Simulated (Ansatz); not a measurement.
# Molecular dynamics of CH3OS, charge -1

The input (input.yaml):

```yaml
crystal:
  periodic: [false, false, false]
  atoms:
    - { symbol: O, position_ang: [0.825128, -0.163146, -1.677082] }
    - { symbol: C, position_ang: [0.160864, -0.776156, -0.756692] }
    - { symbol: S, position_ang: [-0.925135, 1.086779, 1.503502] }
    - { symbol: H, position_ang: [0.559367, -0.699771, 0.255992] }
    - { symbol: H, position_ang: [-0.704691, -1.513687, -0.91172] }
    - { symbol: H, position_ang: [0.410736, 1.57697, 1.355818] }
total_charge: -1
basis:
  gaussian: { orbitals: "6-31G" }
hamiltonian:
  xc: pbe
md:
  timestep: 0.5
  n_steps: 166
  ensemble: nvt_langevin
  temperature: 700.0
  initial_velocities: maxwell_boltzmann
  seed: 656543
  friction: 0.01
```

Command:

```bash
$ ansatz run input.yaml --threads 1 --pin off --max-ram 2048MiB --backend cpu --events-out ev --progress --plain --runs-dir out
```

It goes on from the last frame of an earlier run, with new velocities.

Output, in part (one step line in 2, the closing report, with atoms numbered from 0):

```
md step     0: t =     0.00 fs  T =   583.3 K  F+E_penalty+E_count = -13957.98179287 eV  E_kin = 0.452410 eV  (24 SCF iters)
md step     2: t =     1.00 fs  T =   602.4 K  F+E_penalty+E_count = -13958.01313064 eV  E_kin = 0.467168 eV  (28 SCF iters)
md step     4: t =     2.00 fs  T =   575.8 K  F+E_penalty+E_count = -13958.03648323 eV  E_kin = 0.446598 eV  (27 SCF iters)
md step     6: t =     3.00 fs  T =   568.4 K  F+E_penalty+E_count = -13958.05617857 eV  E_kin = 0.440854 eV  (28 SCF iters)
md step     8: t =     4.00 fs  T =   679.4 K  F+E_penalty+E_count = -13958.06533939 eV  E_kin = 0.526934 eV  (29 SCF iters)
md step    10: t =     5.00 fs  T =   667.3 K  F+E_penalty+E_count = -13958.03894715 eV  E_kin = 0.517507 eV  (28 SCF iters)
md step    12: t =     6.00 fs  T =   733.1 K  F+E_penalty+E_count = -13957.97666577 eV  E_kin = 0.568552 eV  (28 SCF iters)
md step    14: t =     7.00 fs  T =   547.7 K  F+E_penalty+E_count = -13957.89632604 eV  E_kin = 0.424758 eV  (28 SCF iters)
md step    16: t =     8.00 fs  T =   464.2 K  F+E_penalty+E_count = -13957.82930821 eV  E_kin = 0.359983 eV  (28 SCF iters)
md step    18: t =     9.00 fs  T =   390.0 K  F+E_penalty+E_count = -13957.79253543 eV  E_kin = 0.302460 eV  (27 SCF iters)
md step    20: t =    10.00 fs  T =   465.0 K  F+E_penalty+E_count = -13957.80529468 eV  E_kin = 0.360616 eV  (29 SCF iters)
md step    22: t =    11.00 fs  T =   483.5 K  F+E_penalty+E_count = -13957.84145355 eV  E_kin = 0.374958 eV  (28 SCF iters)
md step    24: t =    12.00 fs  T =   522.9 K  F+E_penalty+E_count = -13957.88060090 eV  E_kin = 0.405503 eV  (29 SCF iters)
md step    26: t =    13.00 fs  T =   565.8 K  F+E_penalty+E_count = -13957.91212545 eV  E_kin = 0.438836 eV  (29 SCF iters)
md step    28: t =    14.00 fs  T =   651.3 K  F+E_penalty+E_count = -13957.94816669 eV  E_kin = 0.505134 eV  (27 SCF iters)
md step    30: t =    15.00 fs  T =   713.7 K  F+E_penalty+E_count = -13957.98544388 eV  E_kin = 0.553533 eV  (28 SCF iters)
md step    32: t =    16.00 fs  T =   685.9 K  F+E_penalty+E_count = -13957.99184411 eV  E_kin = 0.531959 eV  (29 SCF iters)
md step    34: t =    17.00 fs  T =   679.5 K  F+E_penalty+E_count = -13957.98071242 eV  E_kin = 0.527006 eV  (27 SCF iters)
md step    36: t =    18.00 fs  T =   713.5 K  F+E_penalty+E_count = -13957.97447747 eV  E_kin = 0.553379 eV  (27 SCF iters)
md step    38: t =    19.00 fs  T =   740.7 K  F+E_penalty+E_count = -13957.98225395 eV  E_kin = 0.574442 eV  (28 SCF iters)
md step    40: t =    20.00 fs  T =   745.7 K  F+E_penalty+E_count = -13957.98142185 eV  E_kin = 0.578306 eV  (27 SCF iters)
md step    42: t =    21.00 fs  T =   665.0 K  F+E_penalty+E_count = -13957.96354128 eV  E_kin = 0.515783 eV  (27 SCF iters)
md step    44: t =    22.00 fs  T =   555.0 K  F+E_penalty+E_count = -13957.93324935 eV  E_kin = 0.430429 eV  (26 SCF iters)
md step    46: t =    23.00 fs  T =   514.0 K  F+E_penalty+E_count = -13957.90753659 eV  E_kin = 0.398667 eV  (27 SCF iters)
md step    48: t =    24.00 fs  T =   497.2 K  F+E_penalty+E_count = -13957.90370285 eV  E_kin = 0.385583 eV  (26 SCF iters)
md step    50: t =    25.00 fs  T =   583.3 K  F+E_penalty+E_count = -13957.94007583 eV  E_kin = 0.452358 eV  (26 SCF iters)
md step    52: t =    26.00 fs  T =   597.7 K  F+E_penalty+E_count = -13957.99021772 eV  E_kin = 0.463518 eV  (27 SCF iters)
md step    54: t =    27.00 fs  T =   670.2 K  F+E_penalty+E_count = -13958.02566430 eV  E_kin = 0.519794 eV  (24 SCF iters)
md step    56: t =    28.00 fs  T =   682.7 K  F+E_penalty+E_count = -13958.04675573 eV  E_kin = 0.529463 eV  (27 SCF iters)
md step    58: t =    29.00 fs  T =   680.3 K  F+E_penalty+E_count = -13958.06964367 eV  E_kin = 0.527631 eV  (27 SCF iters)
md step    60: t =    30.00 fs  T =   643.3 K  F+E_penalty+E_count = -13958.09712503 eV  E_kin = 0.498929 eV  (27 SCF iters)
md step    62: t =    31.00 fs  T =   665.5 K  F+E_penalty+E_count = -13958.11301495 eV  E_kin = 0.516119 eV  (26 SCF iters)
md step    64: t =    32.00 fs  T =   707.7 K  F+E_penalty+E_count = -13958.11332489 eV  E_kin = 0.548828 eV  (26 SCF iters)
md step    66: t =    33.00 fs  T =   690.4 K  F+E_penalty+E_count = -13958.09247469 eV  E_kin = 0.535457 eV  (26 SCF iters)
md step    68: t =    34.00 fs  T =   640.9 K  F+E_penalty+E_count = -13958.03921180 eV  E_kin = 0.497029 eV  (26 SCF iters)
md step    70: t =    35.00 fs  T =   559.1 K  F+E_penalty+E_count = -13957.95740303 eV  E_kin = 0.433607 eV  (26 SCF iters)
md step    72: t =    36.00 fs  T =   496.7 K  F+E_penalty+E_count = -13957.89422959 eV  E_kin = 0.385259 eV  (26 SCF iters)
md step    74: t =    37.00 fs  T =   516.7 K  F+E_penalty+E_count = -13957.87618454 eV  E_kin = 0.400732 eV  (27 SCF iters)
md step    76: t =    38.00 fs  T =   532.9 K  F+E_penalty+E_count = -13957.86583286 eV  E_kin = 0.413317 eV  (27 SCF iters)
md step    78: t =    39.00 fs  T =   525.8 K  F+E_penalty+E_count = -13957.83304978 eV  E_kin = 0.407797 eV  (27 SCF iters)
md step    80: t =    40.00 fs  T =   463.1 K  F+E_penalty+E_count = -13957.80363741 eV  E_kin = 0.359157 eV  (28 SCF iters)
md step    82: t =    41.00 fs  T =   440.8 K  F+E_penalty+E_count = -13957.81084089 eV  E_kin = 0.341859 eV  (29 SCF iters)
md step    84: t =    42.00 fs  T =   440.4 K  F+E_penalty+E_count = -13957.80083022 eV  E_kin = 0.341541 eV  (29 SCF iters)
md step    86: t =    43.00 fs  T =   360.0 K  F+E_penalty+E_count = -13957.76936932 eV  E_kin = 0.279197 eV  (28 SCF iters)
md step    88: t =    44.00 fs  T =   390.6 K  F+E_penalty+E_count = -13957.77556971 eV  E_kin = 0.302969 eV  (28 SCF iters)
md step    90: t =    45.00 fs  T =   477.4 K  F+E_penalty+E_count = -13957.81558523 eV  E_kin = 0.370280 eV  (28 SCF iters)
md step    92: t =    46.00 fs  T =   583.6 K  F+E_penalty+E_count = -13957.87227505 eV  E_kin = 0.452596 eV  (28 SCF iters)
md step    94: t =    47.00 fs  T =   644.8 K  F+E_penalty+E_count = -13957.93706731 eV  E_kin = 0.500117 eV  (28 SCF iters)
md step    96: t =    48.00 fs  T =   697.1 K  F+E_penalty+E_count = -13957.97319324 eV  E_kin = 0.540612 eV  (27 SCF iters)
md step    98: t =    49.00 fs  T =   620.4 K  F+E_penalty+E_count = -13957.95445574 eV  E_kin = 0.481185 eV  (27 SCF iters)
md step   100: t =    50.00 fs  T =   578.9 K  F+E_penalty+E_count = -13957.92773269 eV  E_kin = 0.448973 eV  (27 SCF iters)
md step   102: t =    51.00 fs  T =   694.0 K  F+E_penalty+E_count = -13957.97628788 eV  E_kin = 0.538258 eV  (26 SCF iters)
md step   104: t =    52.00 fs  T =   677.1 K  F+E_penalty+E_count = -13958.06568248 eV  E_kin = 0.525130 eV  (26 SCF iters)
md step   106: t =    53.00 fs  T =   738.2 K  F+E_penalty+E_count = -13958.11335001 eV  E_kin = 0.572539 eV  (27 SCF iters)
md step   108: t =    54.00 fs  T =   700.5 K  F+E_penalty+E_count = -13958.08172156 eV  E_kin = 0.543296 eV  (27 SCF iters)
md step   110: t =    55.00 fs  T =   566.1 K  F+E_penalty+E_count = -13958.01145011 eV  E_kin = 0.439062 eV  (24 SCF iters)
md step   112: t =    56.00 fs  T =   470.8 K  F+E_penalty+E_count = -13957.97153817 eV  E_kin = 0.365120 eV  (26 SCF iters)
md step   114: t =    57.00 fs  T =   460.5 K  F+E_penalty+E_count = -13957.98061025 eV  E_kin = 0.357181 eV  (28 SCF iters)
md step   116: t =    58.00 fs  T =   515.8 K  F+E_penalty+E_count = -13958.01047582 eV  E_kin = 0.400019 eV  (28 SCF iters)
md step   118: t =    59.00 fs  T =   538.0 K  F+E_penalty+E_count = -13958.04487109 eV  E_kin = 0.417253 eV  (27 SCF iters)
md step   120: t =    60.00 fs  T =   578.2 K  F+E_penalty+E_count = -13958.06988537 eV  E_kin = 0.448456 eV  (28 SCF iters)
md step   122: t =    61.00 fs  T =   592.5 K  F+E_penalty+E_count = -13958.09327414 eV  E_kin = 0.459490 eV  (27 SCF iters)
md step   124: t =    62.00 fs  T =   625.1 K  F+E_penalty+E_count = -13958.11683320 eV  E_kin = 0.484766 eV  (27 SCF iters)
md step   126: t =    63.00 fs  T =   543.5 K  F+E_penalty+E_count = -13958.12746104 eV  E_kin = 0.421543 eV  (28 SCF iters)
md step   128: t =    64.00 fs  T =   552.8 K  F+E_penalty+E_count = -13958.12434411 eV  E_kin = 0.428731 eV  (24 SCF iters)
md step   130: t =    65.00 fs  T =   577.8 K  F+E_penalty+E_count = -13958.10771342 eV  E_kin = 0.448131 eV  (28 SCF iters)
md step   132: t =    66.00 fs  T =   472.9 K  F+E_penalty+E_count = -13958.07790678 eV  E_kin = 0.366734 eV  (28 SCF iters)
md step   134: t =    67.00 fs  T =   409.4 K  F+E_penalty+E_count = -13958.04982599 eV  E_kin = 0.317505 eV  (29 SCF iters)
md step   136: t =    68.00 fs  T =   419.4 K  F+E_penalty+E_count = -13958.03457386 eV  E_kin = 0.325279 eV  (28 SCF iters)
md step   138: t =    69.00 fs  T =   383.0 K  F+E_penalty+E_count = -13958.01550001 eV  E_kin = 0.297022 eV  (28 SCF iters)
md step   140: t =    70.00 fs  T =   371.3 K  F+E_penalty+E_count = -13957.98273478 eV  E_kin = 0.287984 eV  (28 SCF iters)
md step   142: t =    71.00 fs  T =   307.4 K  F+E_penalty+E_count = -13957.95108021 eV  E_kin = 0.238426 eV  (28 SCF iters)
md step   144: t =    72.00 fs  T =   312.5 K  F+E_penalty+E_count = -13957.95573815 eV  E_kin = 0.242389 eV  (27 SCF iters)
md step   146: t =    73.00 fs  T =   371.8 K  F+E_penalty+E_count = -13957.99632339 eV  E_kin = 0.288365 eV  (25 SCF iters)
md step   148: t =    74.00 fs  T =   432.3 K  F+E_penalty+E_count = -13958.03888926 eV  E_kin = 0.335313 eV  (28 SCF iters)
md step   150: t =    75.00 fs  T =   428.7 K  F+E_penalty+E_count = -13958.04901486 eV  E_kin = 0.332473 eV  (29 SCF iters)
md step   152: t =    76.00 fs  T =   424.9 K  F+E_penalty+E_count = -13958.01548860 eV  E_kin = 0.329530 eV  (30 SCF iters)
md step   154: t =    77.00 fs  T =   393.5 K  F+E_penalty+E_count = -13957.97557209 eV  E_kin = 0.305194 eV  (28 SCF iters)
md step   156: t =    78.00 fs  T =   390.1 K  F+E_penalty+E_count = -13957.97235628 eV  E_kin = 0.302570 eV  (28 SCF iters)
md step   158: t =    79.00 fs  T =   374.1 K  F+E_penalty+E_count = -13958.00368347 eV  E_kin = 0.290154 eV  (28 SCF iters)
md step   160: t =    80.00 fs  T =   431.7 K  F+E_penalty+E_count = -13958.04092250 eV  E_kin = 0.334798 eV  (29 SCF iters)
md step   162: t =    81.00 fs  T =   434.7 K  F+E_penalty+E_count = -13958.05183306 eV  E_kin = 0.337165 eV  (28 SCF iters)
md step   164: t =    82.00 fs  T =   366.3 K  F+E_penalty+E_count = -13958.01975776 eV  E_kin = 0.284078 eV  (25 SCF iters)
md step   166: t =    83.00 fs  T =   330.0 K  F+E_penalty+E_count = -13958.02305472 eV  E_kin = 0.255953 eV  (26 SCF iters)
Total energy: -13958.02307781 eV, -512.9478870216 hartree
Atom 0 at     0.733311    -0.339183    -1.057597 Å, force     0.365241     0.354901    -1.422267 eV/Å
Atom 1 at    -0.066107    -0.809452    -0.216706 Å, force    -1.296617     0.252299    -1.255989 eV/Å
Atom 2 at    -1.070631     1.187788     1.317680 Å, force     0.590983     0.498134     0.020542 eV/Å
Atom 3 at     0.328644    -1.142924     0.683898 Å, force     0.522637    -0.942349     2.609183 eV/Å
Atom 4 at    -1.120821    -1.195529    -0.446353 Å, force     0.596451     0.509836     0.022441 eV/Å
Atom 5 at     0.116278     2.011484     1.170153 Å, force    -0.778694    -0.672821     0.026090 eV/Å
Dipole moment:     0.207599    -0.488862    -0.112928 e Å
```

All steps were run. The mean temperature of the second half is 30 % below the set value. A run of 0.083 ps of so small a system gives no equilibrium averages. Limits of this set-up: no polarisation functions, an anion without diffuse functions, the dipole of an ion depends on the origin.

The same pairs are bonded in the first frame and the last. Pairs count as bonded within 1.25 times the sum of covalent radii (0.12 Å more for H–H).

Last frame:

```xyz
6
Properties=species:S:1:pos:R:3
O 0.733 -0.339 -1.058
C -0.066 -0.809 -0.217
S -1.071 1.188 1.318
H 0.329 -1.143 0.684
H -1.121 -1.196 -0.446
H 0.116 2.011 1.170
```

The run took 2.4 min on 1 thread of Arm Neoverse V2, with other jobs on the host, peak memory 0.078 GiB.
